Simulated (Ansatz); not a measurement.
# SiH6NO+: functionals against CCSD(T) at one geometry

The atoms stand at a frame of a short trajectory. How far do the functionals agree with CCSD(T) there?

Computed with Ansatz 0.2.0, Gaussian basis. Level: single points in def2-TZVPP.

Cores are frozen in the correlated methods.

### Step 1. The system as given

SMILES `[NH3+][SiH2]O`, 9 atoms, charge 1, spin multiplicity 1.

Atoms are counted from 1 here; the program's logs count them from 0.

Bond lengths: N1–Si2 1.860 Å, N1–H4 1.020 Å, N1–H5 1.016 Å, N1–H6 1.019 Å, Si2–O3 1.657 Å, Si2–H7 1.436 Å, Si2–H8 1.499 Å, O3–H9 1.004 Å. Angles: Si2–N1–H4 114.1°, Si2–N1–H5 116.4°, Si2–N1–H6 107.7°, H4–N1–H5 107.8°, H4–N1–H6 101.4°, H5–N1–H6 108.3°, N1–Si2–O3 93.0°, N1–Si2–H7 102.7°, N1–Si2–H8 107.5°, O3–Si2–H7 118.9°, O3–Si2–H8 119.9°, H7–Si2–H8 110.7°, Si2–O3–H9 125.0°.

As a file:

```csv
atom,x (Å),y (Å),z (Å)
N1,-0.6621,0.6208,-0.6425
Si2,0.7047,-0.4521,0.0204
O3,0.0314,-0.5245,1.5329
H4,-1.5747,0.1667,-0.6637
H5,-0.5037,1.0429,-1.5528
H6,-0.8245,1.3666,0.0326
H7,1.8704,0.3616,-0.1830
H8,0.7641,-1.6844,-0.8305
H9,0.5238,-0.7779,2.3701
```

### Step 2. PBE-D4/def2-TZVPP

Input file run/in.yaml:

```yaml
crystal:
  periodic: [false, false, false]
  atoms:
    - {symbol: N, position_ang: [-0.662113, 0.620759, -0.642471]}
    - {symbol: Si, position_ang: [0.704746, -0.452131, 0.020433]}
    - {symbol: O, position_ang: [0.031410, -0.524497, 1.532949]}
    - {symbol: H, position_ang: [-1.574696, 0.166747, -0.663709]}
    - {symbol: H, position_ang: [-0.503731, 1.042897, -1.552790]}
    - {symbol: H, position_ang: [-0.824501, 1.366649, 0.032623]}
    - {symbol: H, position_ang: [1.870418, 0.361577, -0.182966]}
    - {symbol: H, position_ang: [0.764100, -1.684445, -0.830477]}
    - {symbol: H, position_ang: [0.523835, -0.777929, 2.370120]}
basis:
  gaussian: {orbitals: def2-TZVPP}
total_charge: 1
hamiltonian: {xc: pbe, dispersion: d4}
output: {forces: true}
```

Started as:

```
$ ansatz run in.yaml --threads 2 --pin off --events-out ev --progress --plain --max-ram 3481MiB
```

### Step 3. r2SCAN-D4/def2-TZVPP

Edit run/in.yaml of step 2 so:

```diff
@@ -15,3 +15,3 @@
 total_charge: 1
-hamiltonian: {xc: pbe, dispersion: d4}
+hamiltonian: {xc: r2scan, dispersion: d4}
 output: {forces: true}
```

### Step 4. PBE0-D4/def2-TZVPP

Edit run/in.yaml of step 3 so:

```diff
@@ -15,3 +15,3 @@
 total_charge: 1
-hamiltonian: {xc: r2scan, dispersion: d4}
-output: {forces: true}
+hamiltonian: {xc: pbe0, dispersion: d4}
+output: {forces: true, orbitals: {seedname: orbitals}}
```

### Step 5. wB97M-V/def2-TZVPP

Edit run/in.yaml of step 4 so:

```diff
@@ -15,3 +15,3 @@
 total_charge: 1
-hamiltonian: {xc: pbe0, dispersion: d4}
-output: {forces: true, orbitals: {seedname: orbitals}}
+hamiltonian: {xc: {name: wB97M-V}}
+output: {forces: true}
```

### Step 6. CCSD(T)/def2-TZVPP

Edit run/in.yaml of step 5 so:

```diff
@@ -15,3 +15,3 @@
 total_charge: 1
-hamiltonian: {xc: {name: wB97M-V}}
+correlation: {method: ccsd_t}
 output: {forces: true}
```

(Steps that only read results are left out.)

What does the calculation give? Wanted: energy less free atoms, CCSD(T)/def2-TZVPP; RMS force component; RMS force error; HOMO and LUMO, PBE0-D4; T1 diagnostic.

**Answer**, as computed:

```
                                  quantity                                                             value
energy less free atoms, CCSD(T)/def2-TZVPP                                                   -543.7 kcal/mol
                       RMS force component                              0.557 to 0.655 eV/Å over the methods
                           RMS force error  PBE-D4 0.188, r2SCAN-D4 0.060, PBE0-D4 0.079, wB97M-V 0.034 eV/Å
                    HOMO and LUMO, PBE0-D4                                               -14.21 and -5.36 eV
                             T1 diagnostic                                                             0.010
```

What this shows: Against CCSD(T) the functionals' energies less atoms differ by -21.2 to -7.5 kcal/mol, PBE-D4 by -19.8 kcal/mol. A larger basis would deepen the CCSD(T) value, while the functionals are nearly converged already, so the order here is not reliable. For forces wB97M-V does best and PBE-D4 worst.
